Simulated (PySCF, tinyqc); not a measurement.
Inside a calculation. Method: FCI on RHF in the sto-6g basis, frozen core, for LiH, spin multiplicity 1. The lowest restricted solution is unstable here: a spin-polarised one lies 0.0754 hartree lower (PySCF). Computed by tinyqc, a small Python program that keeps every step (integrals from PySCF). Settings: charge = 0, multiplicity = 1, basis = sto-6g, method = RHF, frozen orbitals = 1, energy threshold = 1e-10, iteration cap = 51, orthogonalisation = symmetric, start = Wolfsberg-Helmholz matrix, DIIS depth = 6, ci = FCI. Command: `OMP_NUM_THREADS=1 python tinyqc.py 24421 24422 out.jsonl` (the two numbers bound the seeds that draw the settings). One thread of a shared host (Intel(R) Xeon(R) Processor @ 2.60GHz), about 0.1 s of CPU time with the checks. The early iterations of the SCF are left out here.

## One-electron integrals

Geometry (angstrom):
```
atom,x,y,z
Li,0.000000,0.000000,0.000000
H,0.000000,0.000000,2.986000
```

Basis sto-6g: exponents (1/bohr^2) and contraction coefficients of normalised primitives:
```
element,l (shell),exponent,coefficient
Li,s (1),167.175846,0.009164
Li,s (1),30.651508,0.049361
Li,s (1),8.575187,0.168538
Li,s (1),2.945808,0.370563
Li,s (1),1.143944,0.416492
Li,s (1),0.471139,0.130334
Li,s (2),6.597564,-0.013253
Li,s (2),1.305830,-0.046992
Li,s (2),0.405851,-0.033785
Li,s (2),0.156146,0.250242
Li,s (2),0.067814,0.595117
Li,s (2),0.031084,0.240706
Li,p (3),6.597564,0.003760
Li,p (3),1.305830,0.037679
Li,p (3),0.405851,0.173897
Li,p (3),0.156146,0.418036
Li,p (3),0.067814,0.425860
Li,p (3),0.031084,0.101708
H,s (1),35.523221,0.009164
H,s (1),6.513144,0.049361
H,s (1),1.822143,0.168538
H,s (1),0.625955,0.370563
H,s (1),0.243077,0.416492
H,s (1),0.100112,0.130334
```

Overlap, kinetic and nuclear-attraction integrals over the contracted functions; the nuclear repulsion is the sum of Za Zb / Rab.

nuclear repulsion = 0.53165828 hartree

overlap S, lower triangle:
```
,1Li 1s,1Li 2s,1Li 2px,1Li 2py,1Li 2pz,2H 1s
1Li 1s,1.000000
1Li 2s,0.235742,1.000000
1Li 2px,0.000000,0.000000,1.000000
1Li 2py,0.000000,0.000000,0.000000,1.000000
1Li 2pz,0.000000,0.000000,0.000000,0.000000,1.000000
2H 1s,0.003112,0.127524,0.000000,0.000000,0.196410,1.000000
```

kinetic energy T (hartree), lower triangle:
```
,1Li 1s,1Li 2s,1Li 2px,1Li 2py,1Li 2pz,2H 1s
1Li 1s,3.616742
1Li 2s,-0.110723,0.106524
1Li 2px,0.000000,0.000000,0.320007
1Li 2py,0.000000,0.000000,0.000000,0.320007
1Li 2pz,0.000000,0.000000,0.000000,0.000000,0.320007
2H 1s,-0.001548,-0.002199,0.000000,0.000000,0.006258,0.768522
```

nuclear attraction V (hartree), lower triangle:
```
,1Li 1s,1Li 2s,1Li 2px,1Li 2py,1Li 2pz,2H 1s
1Li 1s,-8.244364
1Li 2s,-0.870140,-1.376015
1Li 2px,0.000000,0.000000,-1.364273
1Li 2py,0.000000,0.000000,0.000000,-1.364273
1Li 2pz,-0.004888,-0.054440,0.000000,0.000000,-1.399335
2H 1s,-0.011571,-0.164959,0.000000,0.000000,-0.256408,-1.771216
```

core Hamiltonian H = T + V (hartree), lower triangle:
```
,1Li 1s,1Li 2s,1Li 2px,1Li 2py,1Li 2pz,2H 1s
1Li 1s,-4.627621
1Li 2s,-0.980863,-1.269492
1Li 2px,0.000000,0.000000,-1.044265
1Li 2py,0.000000,0.000000,0.000000,-1.044265
1Li 2pz,-0.004888,-0.054440,0.000000,0.000000,-1.079328
2H 1s,-0.013119,-0.167157,0.000000,0.000000,-0.250151,-1.002694
```

## Two-electron integrals

Functions are numbered as in S; the eight-fold symmetry (ij|kl) = (ji|kl) = (kl|ij) leaves the list below.

Two-electron integrals (ij|kl) in chemists' order, unique and non-zero (hartree):
```
i,j,k,l,(ij|kl)
1,1,1,1,1.681247
2,1,1,1,0.242603
2,1,2,1,0.044507
2,2,1,1,0.397190
2,2,2,1,0.090279
2,2,2,2,0.290625
3,1,3,1,0.009437
3,2,3,1,0.014261
3,2,3,2,0.064236
3,3,1,1,0.397190
3,3,2,1,0.090279
3,3,2,2,0.290625
3,3,3,3,0.313125
4,1,4,1,0.009437
4,2,4,1,0.014261
4,2,4,2,0.064236
4,3,4,3,0.016875
4,4,1,1,0.397190
4,4,2,1,0.090279
4,4,2,2,0.290625
4,4,3,3,0.279374
4,4,4,4,0.313125
5,1,5,1,0.009437
5,2,5,1,0.014261
5,2,5,2,0.064236
5,3,5,3,0.016875
5,4,5,4,0.016875
5,5,1,1,0.397190
5,5,2,1,0.090279
5,5,2,2,0.290625
5,5,3,3,0.279374
5,5,4,4,0.279374
5,5,5,5,0.313125
6,1,1,1,0.003049
6,1,2,1,0.000555
6,1,2,2,0.001166
6,1,3,3,0.001149
6,1,4,4,0.001149
6,1,5,1,0.000075
6,1,5,2,0.000164
6,1,5,5,0.001200
6,1,6,1,0.000008
6,2,1,1,0.029173
6,2,2,1,0.006837
6,2,2,2,0.026881
6,2,3,3,0.025354
6,2,4,4,0.025354
6,2,5,1,0.000943
6,2,5,2,0.008182
6,2,5,5,0.029935
6,2,6,1,0.000106
6,2,6,2,0.006843
6,3,3,1,0.000264
6,3,3,2,0.001725
6,3,5,3,0.000837
6,3,6,3,0.000226
6,4,4,1,0.000264
6,4,4,2,0.001725
6,4,5,4,0.000837
6,4,6,4,0.000226
6,5,1,1,0.043198
6,5,2,1,0.010155
6,5,2,2,0.040547
6,5,3,3,0.038012
6,5,4,4,0.038012
6,5,5,1,0.001483
6,5,5,2,0.012943
6,5,5,5,0.045617
6,5,6,1,0.000160
6,5,6,2,0.010911
6,5,6,5,0.017436
6,6,1,1,0.177218
6,6,2,1,0.041777
6,6,2,2,0.175280
6,6,3,3,0.164237
6,6,4,4,0.164237
6,6,5,1,0.004886
6,6,5,2,0.053272
6,6,5,5,0.197364
6,6,6,1,0.000641
6,6,6,2,0.063563
6,6,6,5,0.103113
6,6,6,6,0.774999
```

## Orthogonalisation

S = U s U^T; symmetric (Loewdin) form X = U s^(-1/2) U^T, so that X^T S X = 1.

eigenvalues of S: 0.709538  0.839875  1.000000  1.000000  1.157014  1.293573

X, lower triangle:
```
,1Li 1s,1Li 2s,1Li 2px,1Li 2py,1Li 2pz,2H 1s
1Li 1s,1.021947
1Li 2s,-0.123350,1.028572
1Li 2px,0.000000,0.000000,1.000000
1Li 2py,0.000000,0.000000,0.000000,1.000000
1Li 2pz,-0.001770,0.010160,0.000000,0.000000,1.015079
2H 1s,0.010582,-0.068196,0.000000,0.000000,-0.101763,1.021648
```

## Iteration 10 (converged): orbitals

converged F (hartree), lower triangle:
```
,1Li 1s,1Li 2s,1Li 2px,1Li 2py,1Li 2pz,2H 1s
1Li 1s,-2.422253
1Li 2s,-0.622976,-0.186269
1Li 2px,0.000000,0.000000,0.148995
1Li 2py,0.000000,0.000000,0.000000,0.148995
1Li 2pz,0.010911,-0.027847,0.000000,0.000000,0.106173
2H 1s,-0.008043,-0.129721,0.000000,0.000000,-0.125019,-0.049981
```

Diagonalise F' = X^T F X, C = X C', fill 2 alpha and 2 beta electrons from the bottom; D = 2 C_occ C_occ^T. Each column has its largest component positive (the first on a tie).

F' = X^T F X (hartree), lower triangle:
```
,1,2,3,4,5,6
1,-2.375405
2,-0.337068,-0.058436
3,0.000000,0.000000,0.148995
4,0.000000,0.000000,0.000000,0.148995
5,0.010508,-0.007907,0.000000,0.000000,0.134357
6,0.022862,-0.127414,0.000000,0.000000,-0.136832,-0.007820
```

orbital energies (hartree): MO1 -2.423490, MO2 -0.175927, MO3 0.057472, MO4 0.148995, MO5 0.148995, MO6 0.234641

coefficients C:
```
,MO1,MO2,MO3,MO4,MO5,MO6
1Li 1s,0.994329,-0.147302,-0.207305,0.000000,0.000000,-0.079653
1Li 2s,0.022986,0.565559,0.803556,0.000000,0.000000,0.334428
1Li 2px,0.000000,0.000000,0.000000,0.923174,-0.384382,0.000000
1Li 2py,0.000000,0.000000,0.000000,0.384382,0.923174,0.000000
1Li 2pz,-0.003904,0.277016,-0.509448,0.000000,0.000000,0.839379
2H 1s,-0.000949,0.671975,-0.362777,0.000000,0.000000,-0.689728
```

D after iteration 10, lower triangle:
```
,1Li 1s,1Li 2s,1Li 2px,1Li 2py,1Li 2pz,2H 1s
1Li 1s,2.020774
1Li 2s,-0.120904,0.640772
1Li 2px,0.000000,0.000000,0.000000
1Li 2py,0.000000,0.000000,0.000000,0.000000
1Li 2pz,-0.089374,0.313159,0.000000,0.000000,0.153506
2H 1s,-0.199854,0.760040,0.000000,0.000000,0.372303,0.903102
```

Within a degenerate level the vectors are fixed only up to a rotation; this is one choice.

## Convergence

Stop when the energy changes by less than 1e-10 hartree and every element of the error matrix X^T (F D S - S D F) X is below 3e-06.

Course of the cycle:
```
iteration,E (hartree),change,largest element of the error matrix
1,-7.75240838,-,1.54e-01
2,-7.78530153,-3.29e-02,5.17e-02
3,-7.79416864,-8.87e-03,2.25e-02
4,-7.80046563,-6.30e-03,1.76e-02
5,-7.80131802,-8.52e-04,2.94e-03
6,-7.80135825,-4.02e-05,1.08e-03
7,-7.80136074,-2.49e-06,3.72e-04
8,-7.80136111,-3.67e-07,2.22e-05
9,-7.80136111,-1.08e-09,7.38e-07
10,-7.80136111,-1.21e-12,5.88e-10
```

PySCF RHF in the same basis = -7.80136111 hartree

Converged in 10 iterations.

## Integrals over molecular orbitals

(pq|rs) = sum C_ip C_jq C_kr C_ls (ij|kl), one index at a time.

one-electron integrals over orbitals h = C^T H C (hartree), lower triangle:
```
,1,2,3,4,5,6
1,-4.620727
2,0.102714,-1.112876
3,0.157969,-0.030969,-1.057329
4,0.000000,0.000000,0.000000,-1.044265
5,0.000000,0.000000,0.000000,0.000000,-1.044265
6,0.041428,-0.084605,-0.003979,0.000000,0.000000,-1.021131
```

Two-electron integrals over orbitals (pq|rs), unique and non-zero (hartree); the lowest 1 orbital is frozen and left out:
```
p,q,r,s,(pq|rs)
2,2,2,2,0.405582
3,2,2,2,-0.087780
3,2,3,2,0.057064
3,3,2,2,0.223727
3,3,3,2,0.016401
3,3,3,3,0.299022
4,2,4,2,0.021343
4,3,4,2,0.023868
4,3,4,3,0.040885
4,4,2,2,0.215330
4,4,3,2,0.035028
4,4,3,3,0.268213
4,4,4,4,0.313125
5,2,5,2,0.021343
5,3,5,2,0.023868
5,3,5,3,0.040885
5,4,5,4,0.016875
5,5,2,2,0.215330
5,5,3,2,0.035028
5,5,3,3,0.268213
5,5,4,4,0.279374
5,5,5,5,0.313125
6,2,2,2,-0.094748
6,2,3,2,0.072267
6,2,3,3,0.000065
6,2,4,4,0.049995
6,2,5,5,0.049995
6,2,6,2,0.124457
6,3,2,2,0.080259
6,3,3,2,-0.046602
6,3,3,3,-0.033021
6,3,4,4,-0.020899
6,3,5,5,-0.020899
6,3,6,2,-0.051287
6,3,6,3,0.055417
6,4,4,2,0.014774
6,4,4,3,0.007276
6,4,6,4,0.016746
6,5,5,2,0.014774
6,5,5,3,0.007276
6,5,6,5,0.016746
6,6,2,2,0.352033
6,6,3,2,-0.046664
6,6,3,3,0.250045
6,6,4,4,0.249597
6,6,5,5,0.249597
6,6,6,2,-0.037987
6,6,6,3,0.041773
6,6,6,6,0.340941
```

## FCI: determinants and Hamiltonian

one-electron integrals dressed by the frozen orbital, h + 2 (pq|11) - (p1|1q) (hartree), lower triangle:
```
,2,3,4,5,6
2,-0.581509
3,0.087780,-0.332918
4,0.000000,0.000000,-0.260322
5,0.000000,0.000000,0.000000,-0.260322
6,0.094748,-0.088250,0.000000,0.000000,-0.344969
```

energy of the frozen orbital, 2 h_11 + (11|11) = -7.57558303 hartree

Hartree-Fock energy = -7.80136111 hartree

Slater-Condon rules over spin orbitals, with the nuclear repulsion and the energy of the frozen orbital added and E(HF) subtracted on the diagonal. Only determinants linked to the reference directly or through others are kept (one block of an abelian symmetry group), so some states are absent.

Occupation strings over the orbitals (2 doubly, a alpha, b beta, 0 empty; spin orbitals ordered 1a 1b 2a 2b ...): 220000 2ab000 2a000b 2ba000 2b000a 202000 20a00b 200200 200020 20b00a 200002

H - E(HF) between determinants (hartree), lower triangle:
```
,220000,2ab000,2a000b,2ba000,2b000a,202000,20a00b,200200,200020,20b00a,200002
220000,0.000000
2ab000,0.000000,0.066736
2a000b,0.000000,-0.007991,0.182992
2ba000,0.000000,-0.057064,-0.072267,0.066736
2b000a,0.000000,-0.072267,-0.124457,-0.007991,0.182992
202000,0.057064,0.104181,-0.046602,-0.104181,0.046602,0.390622
20a00b,0.072267,-0.046602,0.041116,-0.094813,0.051287,-0.121271,0.329594
200200,0.021343,0.023868,0.014774,-0.023868,-0.014774,0.040885,0.007276,0.549917
200020,0.021343,0.023868,0.014774,-0.023868,-0.014774,0.040885,0.007276,0.016875,0.549917
20b00a,-0.072267,-0.094813,0.051287,-0.046602,0.041116,0.121271,-0.055417,-0.007276,-0.007276,0.329594
200002,0.124457,-0.051287,0.056761,0.051287,-0.056761,0.055417,-0.046477,0.016746,0.016746,0.046477,0.408440
```

## FCI: roots

Diagonalise (each vector has its largest component positive (the first on a tie)); all determinants have Ms = 0, so triplets appear too. The lowest singlet root is the correlation energy.

lowest roots of this matrix, relative to E(HF) (hartree): -0.086291  -0.066572  -0.014192  0.030418  0.300925  0.319880  0.378539  0.468383

lowest vectors:
```
,root 1,root 2,root 3,root 4
220000,0.850789,0.000000,-0.318777,0.000000
2ab000,0.159609,0.628366,0.527154,-0.157942
2a000b,-0.037317,0.263220,-0.216380,0.609121
2ba000,-0.159609,0.628366,-0.527154,-0.157942
2b000a,0.037317,0.263220,0.216380,0.609121
202000,-0.275772,0.000000,-0.371135,0.000000
20a00b,-0.236486,0.189400,-0.088157,-0.322531
200200,-0.010499,0.000000,-0.001188,0.000000
200020,-0.010499,0.000000,-0.001188,0.000000
20b00a,0.236486,0.189400,0.088157,-0.322531
200002,-0.185205,0.000000,0.309305,0.000000
```

<S^2> of these roots: 0.000000  2.000000  0.000000  2.000000  0.000000  0.000000  2.000000  0.000000

weight of the ground state by excitation level 0, 1, 2, ...: 0.723841  0.053735  0.222423

The reference has a weight of only 0.72: one determinant is a poor start here. A root of higher spin lies below E(HF).
